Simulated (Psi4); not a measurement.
# UB3LYP/6-31G(d) (Cartesian functions) run of PH (SMILES [PH])

Aim: the energy change on altering one bond length of PH at UB3LYP/6-31G* (Cartesian functions), from 2 runs. 

Program for the calculation: Psi4 1.11.

1 further run of the same task is left out (set aside as unsound or not needed).

## (1) The structure to begin with

PH: 2 atoms, total charge 0, spin state triplet. As SMILES, `[PH]`. The shape is that of a PBE0-D4/def2-TZVP optimisation.

Bond lengths: P1–H2 1.428 Å.

## (2) Energy and gradient at UB3LYP/6-31G(d) (Cartesian functions)

The input, job.py:

```python
import psi4

psi4.set_memory(2200000000)
psi4.set_num_threads(1)
psi4.set_output_file('hp.out', False)

molecule = psi4.geometry("""
0 3
P      0.000000     0.000000    -0.014610
H      0.000000     0.000000     1.413680
symmetry c1
""")

options = {'basis': '6-31G*', 'reference': 'uks', 'puream': False, 'e_convergence': 1e-09, 'd_convergence': 1e-08, 'scf_type': 'pk', 'dft_radial_points': 99, 'dft_spherical_points': 590, 'maxiter': 100}
psi4.set_options(options)

E, wfn = psi4.gradient("B3LYP", return_wfn=True)
psi4.oeprop(wfn, "MULLIKEN_CHARGES", "LOWDIN_CHARGES", "DIPOLE")
print('gradient / Eh bohr^-1')
print(E.np.round(6))
print(f'energy = {wfn.energy():.10f} Eh')
```

Started as:

```
$ python job.py
```

hp.out:

```text
[...]
  Running in c1 symmetry.
[...]
  Nuclear repulsion =    5.557455530774563
[...]
  Multiplicity = 3
[...]
  Nalpha       = 9
  Nbeta        = 7
[...]
    Number of basis functions: 21
[...]
   @UKS iter   1:  -341.86295697949981   -3.36219e-01   6.67883e-03 ADIIS/DIIS
[...]
   @UKS iter   9:  -341.87714387721655   -2.47269e-11   8.42700e-09 DIIS
[...]
   @S^2 Observed:                2.004834716E+00
[...]
    Orbital Energies [Eh]
    ---------------------
    Alpha Occupied:
       1A    -77.106483     2A     -6.578378     3A     -4.743159
       4A     -4.743159     5A     -4.735773     6A     -0.624706
       7A     -0.349523     8A     -0.254587     9A     -0.254587
    Alpha Virtual:
      10A      0.047526    11A      0.217482    12A      0.288340
      13A      0.293754    14A      0.293754    15A      0.628686
      16A      0.628686    17A      0.640304    18A      0.640304
      19A      0.697731    20A      1.044524    21A      3.381976
    Beta Occupied:
[...]
  @UKS Final Energy:  -341.87714387721655
   => Energetics <=
    Nuclear Repulsion Energy =              5.5574555307745630
    One-Electron Energy =                -483.2280685156030131
    Two-Electron Energy =                 154.7711614633678607
    DFT Exchange-Correlation Energy =     -18.9776923557560266
    Empirical Dispersion Energy =           0.0000000000000000
    VV10 Nonlocal Energy =                  0.0000000000000000
    Total Energy =                       -341.8771438772166107
[...]
  -Total Gradient:
     Atom            X                  Y                   Z
    ------   -----------------  -----------------  -----------------
       1        0.000000000000     0.000000000000     0.003336963270
       2        0.000000000000    -0.000000000000    -0.003336932412
[...]
 Multipole Moments:
 ------------------------------------------------------------------------------------
     Multipole            Electronic (a.u.)      Nuclear  (a.u.)        Total (a.u.)
 ------------------------------------------------------------------------------------
 L = 1.  Multiply by 2.5417464519 to convert [e a0] to [Debye]
 Dipole X            :          0.0000000            0.0000000            0.0000000
 Dipole Y            :         -0.0000000            0.0000000           -0.0000000
 Dipole Z            :         -1.0760305            1.3381952            0.2621647
 Magnitude           :                                                    0.2621647
[...]
  Mulliken Charges: (a.u.)
   Center  Symbol    Alpha    Beta     Spin     Total
       1     P     8.52219  6.46710  2.05509  0.01071
       2     H     0.47781  0.53290 -0.05509 -0.01071
   Total alpha =  9.00000, Total beta =  7.00000, Total charge = -0.00000
  Lowdin Charges: (a.u.)
   Center  Symbol    Alpha    Beta     Spin     Total
       1     P     8.53380  6.50234  2.03145 -0.03614
       2     H     0.46620  0.49766 -0.03145  0.03614
  Total alpha =  9.00000, Total beta =  7.00000, Total charge =  0.00000
```

On the terminal:

```text
gradient / Eh bohr^-1
[[ 0.        0.        0.003337]
 [ 0.       -0.       -0.003337]]
energy = -341.8771438772 Eh
```

It took 11 s on 1 thread of Intel Xeon at 2.50GHz (Skylake/Cascade Lake), shared host; peak memory 0.27 GiB.

## (3) The distorted shape: the energy at UB3LYP/6-31G(d) (Cartesian functions)

The input, hp.xyz:

```xyz
2
HP
P      0.000000     0.000000    -0.228820
H      0.000000     0.000000     1.413680
```

The input, calc.py:

```python
import psi4

psi4.set_memory('2200 MB')
psi4.set_num_threads(1)
psi4.core.set_output_file('hp.out', False)

with open('hp.xyz') as f:
    atoms = ''.join(f.readlines()[2:])
molecule = psi4.geometry('0 3\n' + atoms + 'symmetry c1\nno_reorient\nno_com')

options = {'basis': '6-31G*', 'reference': 'uks', 'puream': False, 'e_convergence': 1e-09, 'd_convergence': 1e-08, 'scf_type': 'pk', 'dft_radial_points': 99, 'dft_spherical_points': 590, 'maxiter': 100}
psi4.set_options(options)

E, wfn = psi4.energy('B3LYP', return_wfn=True)
psi4.oeprop(wfn, 'QUADRUPOLE', 'MULLIKEN_CHARGES', 'DIPOLE')
print(f'B3LYP energy: {E:.10f} Eh')
for k, v in sorted(psi4.core.scalar_variables().items()):
    print(f'{k:45s} {v:18.10f}')
```

Started as:

```
$ python calc.py
```

hp.out:

```text
[...]
  Running in c1 symmetry.
[...]
  Nuclear repulsion =    4.832668590593608
[...]
  Multiplicity = 3
[...]
  Nalpha       = 9
  Nbeta        = 7
[...]
    Number of basis functions: 21
[...]
   @UKS iter   1:  -341.85214460882997   -3.90639e-01   6.55241e-03 ADIIS/DIIS
[...]
   @UKS iter  10:  -341.86603819838479   -3.41061e-13   2.55420e-09 DIIS
[...]
   @S^2 Observed:                2.005755567E+00
[...]
    Orbital Energies [Eh]
    ---------------------
    Alpha Occupied:
       1A    -77.120606     2A     -6.589308     3A     -4.753953
       4A     -4.753953     5A     -4.747611     6A     -0.607630
       7A     -0.336248     8A     -0.257362     9A     -0.257362
    Alpha Virtual:
      10A     -0.001663    11A      0.236251    12A      0.290829
      13A      0.290829    14A      0.292469    15A      0.623793
      16A      0.623793    17A      0.639530    18A      0.639530
      19A      0.712175    20A      0.900230    21A      3.375253
    Beta Occupied:
[...]
  @UKS Final Energy:  -341.86603819838479
   => Energetics <=
    Nuclear Repulsion Energy =              4.8326685905936078
    One-Electron Energy =                -481.7226541327612495
    Two-Electron Energy =                 153.9617262532084112
    DFT Exchange-Correlation Energy =     -18.9377789094255462
    Empirical Dispersion Energy =           0.0000000000000000
    VV10 Nonlocal Energy =                  0.0000000000000000
    Total Energy =                       -341.8660381983847856
[...]
 Multipole Moments:
 ------------------------------------------------------------------------------------
     Multipole            Electronic (a.u.)      Nuclear  (a.u.)        Total (a.u.)
 ------------------------------------------------------------------------------------
 L = 1.  Multiply by 2.5417464519 to convert [e a0] to [Debye]
 Dipole X            :          0.0000000            0.0000000            0.0000000
 Dipole Y            :          0.0000000            0.0000000            0.0000000
 Dipole Z            :          3.9195310           -3.8146390            0.1048921
 Magnitude           :                                                    0.1048921
 L = 2.  Multiply by 1.3450342976 to convert [e a0^2] to [Debye ang]
 Quadrupole XX       :        -10.6205011            0.0000000          -10.6205011
 Quadrupole XY       :         -0.0000000            0.0000000           -0.0000000
[...]
  Mulliken Charges: (a.u.)
   Center  Symbol    Alpha    Beta     Spin     Total
       1     P     8.52046  6.44707  2.07339  0.03247
       2     H     0.47954  0.55293 -0.07339 -0.03247
   Total alpha =  9.00000, Total beta =  7.00000, Total charge = -0.00000
```

On the terminal:

```text
B3LYP energy: -341.8660381984 Eh
CURRENT ENERGY                                   -341.8660381984
CURRENT REFERENCE ENERGY                         -341.8660381984
DD SOLVATION ENERGY                                 0.0000000000
DFT FUNCTIONAL TOTAL ENERGY                      -341.8660381984
DFT TOTAL ENERGY                                 -341.8660381984
DFT VV10 ENERGY                                     0.0000000000
DFT XC ENERGY                                     -18.9377789094
GRID ELECTRONS ALPHA                                9.0000000007
GRID ELECTRONS BETA                                 7.0000000007
GRID ELECTRONS TOTAL                               16.0000000014
NUCLEAR REPULSION ENERGY                            4.8326685906
ONE-ELECTRON ENERGY                              -481.7226541328
PCM POLARIZATION ENERGY                             0.0000000000
PE ENERGY                                           0.0000000000
SCF ITERATION ENERGY                             -341.8660381984
SCF ITERATIONS                                     10.0000000000
SCF TOTAL ENERGY                                 -341.8660381984
TWO-ELECTRON ENERGY                               153.9617262532
XC GRID RADIAL POINTS                              99.0000000000
XC GRID SPHERICAL POINTS                          590.0000000000
XC GRID TOTAL POINTS                           110500.0000000000
```

It took 11 s on 1 thread of Intel Xeon at 2.50GHz (Skylake/Cascade Lake), shared host; peak memory 0.27 GiB.

## (4) Summary of results

At UB3LYP/6-31G* (Cartesian functions):

| quantity | value |
| --- | --- |
| first shape: total energy | -341.87714 Eh |
| first shape: dipole moment | 0.67 D |
| first shape: HOMO energy (highest over α and β) | -6.93 eV |
| first shape: LUMO energy (lowest over α and β) | -3.20 eV |
| first shape: ⟨S²⟩ | 2.005 |
| first shape: largest force on an atom | 0.172 eV/Å |
| distorted shape: total energy | -341.86604 Eh |
| distorted shape: dipole moment | 0.27 D |
| distorted shape: HOMO energy (highest over α and β) | -7.00 eV |
| distorted shape: LUMO energy (lowest over α and β) | -3.27 eV |
| distorted shape: ⟨S²⟩ | 2.006 |
| energy change with the P1–H2 bond stretched from 1.428 to 1.643 Å | 0.302 eV |

What this shows: With the P1–H2 bond stretched from 1.428 to 1.643 Å the energy rises by 0.30 eV (29.2 kJ/mol). The first shape isn't relaxed at this level, so the change isn't measured from a minimum.
